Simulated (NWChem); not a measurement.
Program: NWChem. System: phosphine (H3P), charge 0, spin multiplicity 1, optimised in this run. Level: PBE0/def2-SVP.

Input file:

```
start mol
memory heap 200 mb stack 800 mb global 1000 mb
geometry units angstroms
  P      0.003290    -0.128016     0.000000
  H      0.560619     0.654942     0.999780
  H      0.560619     0.654942    -0.999780
  H     -1.170593     0.610356     0.000000
  symmetry group Cs
end
basis spherical
  * library def2-svp
end
dft
  xc pbe0
  semidirect memsize 60000000 filesize 0
  iterations 100
end
driver
  maxiter 80
end
task dft optimize
task dft freq
```

NWChem printed:

```
             Northwest Computational Chemistry Package (NWChem) 7.3.0
             --------------------------------------------------------

                                NWChem Input Module
                                -------------------

 Scaling coordinates for geometry "geometry" by  1.889725989
 (inverse scale =  0.529177249)

 Turning off AUTOSYM since
 SYMMETRY directive was detected!

          ------
          auto-z
          ------
  Looking for out-of-plane bends

                             Geometry "geometry" -> ""
                             -------------------------

 Output coordinates in angstroms (scale by  1.889725989 to convert to a.u.)

  No.       Tag          Charge          X              Y              Z
 ---- ---------------- ---------- -------------- -------------- --------------
    1 P                   15.0000     0.00329028    -0.12801600     0.00000000
    2 H                    1.0000     0.56061928     0.65494200     0.99978000
    3 H                    1.0000     0.56061928     0.65494200    -0.99978000
    4 H                    1.0000    -1.17059272     0.61035600     0.00000000

 Effective nuclear repulsion energy (a.u.)      17.9651572276

            Nuclear Dipole moment (a.u.)
            ----------------------------
        X                 Y               Z
 ---------------- ---------------- ----------------
     0.0000000000    -0.0000000000     0.0000000000

      Symmetry information
      --------------------

 Group name             Cs
 Group number              2
 Group order               2
 No. of unique centers     3

      Symmetry unique atoms

     1    2    4


 Summary of "ao basis" -> "" (spherical)
 ------------------------------------------------------------------------------
       Tag                 Description            Shells   Functions and Types
 ---------------- ------------------------------  ------  ---------------------
 *                          def2-svp                  on all atoms

                           NWChem Geometry Optimization
                           ----------------------------

 maximum gradient threshold         (gmax) =   0.000450
 rms gradient threshold             (grms) =   0.000300
 maximum cartesian step threshold   (xmax) =   0.001800
 rms cartesian step threshold       (xrms) =   0.001200
 fixed trust radius                (trust) =   0.300000
 maximum step size to saddle      (sadstp) =   0.100000
 energy precision                  (eprec) =   5.0D-06
 maximum number of steps          (nptopt) =   80
 initial hessian option           (inhess) =    0
 line search option               (linopt) =    1
 hessian update option            (modupd) =    1
 saddle point option              (modsad) =    0
 initial eigen-mode to follow     (moddir) =    0
 initial variable to follow       (vardir) =    0
 follow first negative mode     (firstneg) =    T
 apply conjugacy                    (opcg) =    F
 source of zmatrix                         =   autoz

          -------------------
          Energy Minimization
          -------------------

 Names of Z-matrix variables
    1              2              3              4              5
    6              7              8              9             10
   11             12

 Variables with the same non-blank name are constrained to be equal

 Using diagonal initial Hessian
 Scaling for Hessian diagonals: bonds = 1.00  angles = 0.25  torsions = 0.10

          --------
          Step   0
          --------

                         Geometry "geometry" -> "geometry"
                         ---------------------------------

 Output coordinates in angstroms (scale by  1.889725989 to convert to a.u.)

  No.       Tag          Charge          X              Y              Z
 ---- ---------------- ---------- -------------- -------------- --------------
    1 P                   15.0000     0.00329028    -0.12801600     0.00000000
    2 H                    1.0000     0.56061928     0.65494200     0.99978000
    3 H                    1.0000     0.56061928     0.65494200    -0.99978000
    4 H                    1.0000    -1.17059272     0.61035600     0.00000000

 Effective nuclear repulsion energy (a.u.)      17.9651572276

            Nuclear Dipole moment (a.u.)
            ----------------------------
        X                 Y               Z
 ---------------- ---------------- ----------------
     0.0000000000    -0.0000000000     0.0000000000

      Symmetry information
      --------------------

 Group name             Cs
 Group number              2
 Group order               2
 No. of unique centers     3

      Symmetry unique atoms

     1    2    4

                                 NWChem DFT Module
                                 -----------------

 Summary of "ao basis" -> "ao basis" (spherical)
 ------------------------------------------------------------------------------
       Tag                 Description            Shells   Functions and Types
 ---------------- ------------------------------  ------  ---------------------
 P                          def2-svp                 8       18   4s3p1d
 H                          def2-svp                 3        5   2s1p

 Summary of "ao basis" -> "ao basis" (spherical)
 ------------------------------------------------------------------------------
       Tag                 Description            Shells   Functions and Types
 ---------------- ------------------------------  ------  ---------------------
 P                          def2-svp                 8       18   4s3p1d
 H                          def2-svp                 3        5   2s1p
[...]
 ---------------------------- Atom information ----------------------------
     atom    #        X              Y              Z            mass
 --------------------------------------------------------------------------
    P        1  6.7458479D-03 -2.6078563D-01  0.0000000D+00  3.0973760D+01
    H        2  1.0983200D+00  1.2449480D+00  1.9571286D+00  1.0078250D+00
    H        3  1.0983200D+00  1.2449480D+00 -1.9571286D+00  1.0078250D+00
    H        4 -2.2904339D+00  1.1577020D+00  0.0000000D+00  1.0078250D+00
 --------------------------------------------------------------------------

          ----------------------------------------------------
          MASS-WEIGHTED NUCLEAR HESSIAN (Hartree/Bohr/Bohr/Kamu)
          ----------------------------------------------------

               1            2            3            4            5            6            7            8            9           10
   ----- ----- ----- ----- -----
    1    8.10354D+00
    2    3.68953D-03  7.97338D+00
    3    2.20396D-05 -2.37754D-05  8.10443D+00
    4   -9.18598D+00 -6.85170D+00 -8.84994D+00  5.58163D+01
    5   -9.64073D+00 -1.51623D+01 -1.71788D+01  4.34784D+01  7.67457D+01
    6   -8.97425D+00 -1.23497D+01 -2.03400D+01  5.66368D+01  7.76223D+01  1.25750D+02
    7   -9.18598D+00 -6.85170D+00  8.84994D+00  3.51991D+00  5.09120D+00 -6.82370D+00  5.58163D+01
    8   -9.64073D+00 -1.51623D+01  1.71788D+01  5.09126D+00  3.85584D+00 -9.10527D+00  4.34784D+01  7.67457D+01
    9    8.97425D+00  1.23497D+01 -2.03400D+01  6.82364D+00  9.10525D+00 -1.26622D+01 -5.66368D+01 -7.76223D+01  1.25750D+02
   10   -2.65588D+01  1.36844D+01 -1.21274D-06 -8.41174D+00  4.87480D+00 -6.33614D-02 -8.41174D+00  4.87480D+00  6.33678D-02  1.64057D+02
   11    1.92621D+01 -1.38780D+01  3.84995D-07 -1.05865D+01  3.45455D+00 -5.41390D-02 -1.05865D+01  3.45455D+00  5.41370D-02 -8.56105D+01
   12   -5.95344D-09 -1.42585D-08 -4.25116D+00 -1.43999D+01  8.50650D+00 -3.28872D-01  1.43999D+01 -8.50650D+00 -3.28872D-01  4.41733D-08

              11           12
   ----- ----- ----- ----- -----
   11    7.00264D+01
   12   -6.52301D-08  2.42254D+01


 ----------------------------------------------------------------------------
 Normal Eigenvalue ||         Derivative Dipole Moments (debye/angs)
  Mode   [cm**-1]  ||      [d/dqX]             [d/dqY]           [d/dqZ]
 ------ ---------- || ------------------ ------------------ -----------------
    1       -5.686 ||       0.006               0.000            -0.000
    2       -3.406 ||      -0.000              -0.000            -0.002
    3       -0.997 ||       0.001               0.000             0.000
    4        2.407 ||       0.000               0.000            -0.000
    5       25.580 ||      -0.007              -0.000             0.464
    6       25.776 ||       0.464               0.012             0.007
    7     1011.288 ||       0.020              -0.767            -0.000
    8     1126.467 ||      -0.018              -0.000            -0.558
    9     1126.469 ||      -0.558              -0.014             0.018
   10     2406.751 ||       0.022              -0.842            -0.000
   11     2425.070 ||      -1.285              -0.034             0.004
   12     2425.080 ||      -0.004              -0.000            -1.285
 ----------------------------------------------------------------------------

 ----------------------------------------------------------------------------
 Normal Eigenvalue ||                 Infra Red Intensities
  Mode   [cm**-1]  || [atomic units] [(debye/angs)**2] [(KM/mol)] [arbitrary]
 ------ ---------- || -------------- ----------------- ---------- -----------
    1       -5.686 ||    0.000002           0.000         0.002       0.001
    2       -3.406 ||    0.000000           0.000         0.000       0.000
    3       -0.997 ||    0.000000           0.000         0.000       0.000
    4        2.407 ||    0.000000           0.000         0.000       0.000
    5       25.580 ||    0.009350           0.216         9.115       4.576
    6       25.776 ||    0.009348           0.216         9.113       4.574
    7     1011.288 ||    0.025502           0.588        24.860      12.479
    8     1126.467 ||    0.013502           0.311        13.162       6.607
    9     1126.469 ||    0.013502           0.311        13.162       6.607
   10     2406.751 ||    0.030757           0.710        29.983      15.051
   11     2425.070 ||    0.071634           1.653        69.832      35.054
   12     2425.080 ||    0.071627           1.653        69.826      35.051
 ----------------------------------------------------------------------------

        Vibrational analysis via the FX method
  --- with translations and rotations projected out ---
  --- via the Eckart algorithm                      ---
 Projected Nuclear Hessian trans-rot subspace norm:1.8316D-33
                         (should be close to zero!)

          --------------------------------------------------------
          MASS-WEIGHTED PROJECTED HESSIAN (Hartree/Bohr/Bohr/Kamu)
          --------------------------------------------------------

               1            2            3            4            5            6            7            8            9           10
   ----- ----- ----- ----- -----
    1    8.10267D+00
    2    3.52113D-03  7.97339D+00
    3    8.33873D-06 -1.11298D-05  8.10304D+00
    4   -9.18207D+00 -6.85182D+00 -8.84967D+00  5.58090D+01
    5   -9.64433D+00 -1.51626D+01 -1.71856D+01  4.34855D+01  7.67657D+01
    6   -8.97418D+00 -1.23497D+01 -2.03367D+01  5.66371D+01  7.76358D+01  1.25744D+02
    7   -9.18207D+00 -6.85181D+00  8.84964D+00  3.51247D+00  5.09854D+00 -6.82330D+00  5.58090D+01
    8   -9.64430D+00 -1.51626D+01  1.71856D+01  5.09848D+00  3.84647D+00 -9.11801D+00  4.34854D+01  7.67658D+01
    9    8.97415D+00  1.23497D+01 -2.03367D+01  6.82334D+00  9.11797D+00 -1.26678D+01 -5.66370D+01 -7.76358D+01  1.25744D+02
   10   -2.65551D+01  1.36841D+01 -1.81403D-05 -8.41831D+00  4.88185D+00 -6.30447D-02 -8.41831D+00  4.88178D+00  6.31163D-02  1.64052D+02
   11    1.92691D+01 -1.38774D+01  3.99484D-05 -1.05991D+01  3.44541D+00 -5.42513D-02 -1.05991D+01  3.44558D+00  5.41047D-02 -8.56250D+01
   12   -1.54083D-05  2.11028D-05 -4.24791D+00 -1.44000D+01  8.51913D+00 -3.34663D-01  1.44000D+01 -8.51917D+00 -3.34647D-01  2.89233D-05

              11           12
   ----- ----- ----- ----- -----
   11    7.00420D+01
   12   -7.48943D-05  2.42187D+01

 center of mass
 --------------
 x =   0.00336546 y =  -0.12946262 z =   0.00000000

 moments of inertia (a.u.)
 ------------------
          13.732144159655          -0.044035546162           0.000000000000
          -0.044035546162          15.440304836823           0.000000000000
           0.000000000000           0.000000000000          13.731148956300

 Rotational Constants
 --------------------
 A=   4.384250 cm-1  (  6.307816 K)
 B=   4.384205 cm-1  (  6.307752 K)
 C=   3.898612 cm-1  (  5.609107 K)

 Temperature                      =   298.15K
 frequency scaling parameter      =   1.0000

 Zero-Point correction to Energy  =   15.034 kcal/mol  (  0.023959 au)
 Thermal correction to Energy     =   16.861 kcal/mol  (  0.026870 au)
 Thermal correction to Enthalpy   =   17.454 kcal/mol  (  0.027814 au)

 Total Entropy                    =   52.409 cal/mol-K
   - Translational                =   36.486 cal/mol-K (mol. weight =  33.9972)
   - Rotational                   =   15.721 cal/mol-K (symmetry #  =        1)
   - Vibrational                  =    0.202 cal/mol-K

 Cv (constant volume heat capacity) =    6.847 cal/mol-K
   - Translational                  =    2.979 cal/mol-K
   - Rotational                     =    2.979 cal/mol-K
   - Vibrational                    =    0.888 cal/mol-K


 ----------------------------------------------------------------------------
 Normal Eigenvalue ||    Projected Derivative Dipole Moments (debye/angs)
  Mode   [cm**-1]  ||      [d/dqX]             [d/dqY]           [d/dqZ]
 ------ ---------- || ------------------ ------------------ -----------------
    1       -0.000 ||       0.027               0.001             0.270
    2       -0.000 ||      -0.001              -0.000            -0.069
    3       -0.000 ||      -0.131              -0.003             0.061
    4       -0.000 ||       0.143               0.004             0.000
    5        0.000 ||       0.002               0.000             0.366
    6        0.000 ||       0.421               0.011            -0.000
    7     1011.277 ||       0.020              -0.767            -0.000
    8     1126.575 ||       0.558               0.014            -0.018
    9     1126.598 ||      -0.018              -0.000            -0.558
   10     2406.756 ||       0.023              -0.842            -0.000
   11     2425.177 ||      -1.285              -0.034             0.025
   12     2425.210 ||       0.025               0.001             1.285
 ----------------------------------------------------------------------------

 ----------------------------------------------------------------------------
 Normal Eigenvalue ||           Projected Infra Red Intensities
  Mode   [cm**-1]  || [atomic units] [(debye/angs)**2] [(KM/mol)] [arbitrary]
 ------ ---------- || -------------- ----------------- ---------- -----------
    1       -0.000 ||    0.003194           0.074         3.113       1.563
    2       -0.000 ||    0.000206           0.005         0.201       0.101
    3       -0.000 ||    0.000906           0.021         0.884       0.444
    4       -0.000 ||    0.000882           0.020         0.860       0.432
    5        0.000 ||    0.005808           0.134         5.662       2.842
    6        0.000 ||    0.007678           0.177         7.484       3.757
    7     1011.277 ||    0.025501           0.588        24.860      12.479
    8     1126.575 ||    0.013505           0.312        13.165       6.609
    9     1126.598 ||    0.013504           0.312        13.164       6.608
   10     2406.756 ||    0.030757           0.710        29.984      15.051
   11     2425.177 ||    0.071644           1.653        69.842      35.059
   12     2425.210 ||    0.071639           1.653        69.837      35.056
 ----------------------------------------------------------------------------

 Task  times  cpu:        8.9s     wall:        8.9s

 Total times  cpu:       11.4s     wall:       11.4s
```
